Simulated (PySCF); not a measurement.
These are PySCF 2.14.0 with PBE-D3(BJ)/def2-TZVP // PBE-D3(BJ)/def2-SVP values and carry that method's errors. Isolated molecules, 0 K electronic values unless said otherwise. 

Reference species (SMILES): `[OH]` (neutral, multiplicity 2).

```
Quantity                         Result
-----------------------------  --------
dipole moment                    1.73 D
highest occupied spin orbital  -7.14 eV
```

Changed species: `[CH3]` (free radical CH3; the reference has free radical OH).

Question: Give the shifts of the dipole moment and highest occupied spin orbital.

Answer: the dipole moment falls by 1.73 D, to 0.00 D; the highest occupied spin orbital goes up by 1.76 eV, to -5.38 eV.
